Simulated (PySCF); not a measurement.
Atom-mapped SMILES (the numbers label the heavy atoms): `[O:1]=[C:2]1[CH2:3][CH2:4][CH2:5]1`. Each H is labelled by its parent atom.

GIAO PBE0/pcSseg-1 shifts (PySCF 2.14.0 with density-fitted response routines, gas phase, non-relativistic, equivalent atoms averaged), each against references optimised in the same way as the molecule (H2O, TMS).

On the GFN2-xTB geometry: O1 684.3, C2 213.8, C3/C5 48.6, C4 10.1, H(C3)/H(C5) 3.12, H(C4) 1.88 ppm.

Question: What changes on the PBE0-D3(BJ)/def2-SVP geometry?

Answer: 
```json
{"atoms": "O1", "δ (ppm)": "669.8", "change": "-14.5"}
{"atoms": "C2", "δ (ppm)": "209.4", "change": "-4.4"}
{"atoms": "C3/C5", "δ (ppm)": "48.9", "change": "+0.3"}
{"atoms": "C4", "δ (ppm)": "11.4", "change": "+1.3"}
{"atoms": "H(C3)/H(C5)", "δ (ppm)": "2.96", "change": "-0.16"}
{"atoms": "H(C4)", "δ (ppm)": "1.78", "change": "-0.10"}
```

Bonds between heavy atoms that differ most (equivalent bonds averaged): C2–C3 1.514 → 1.527 Å, C3–C4 1.540 → 1.548 Å. Mean change of bonds to hydrogen: C–H +0.013 Å.
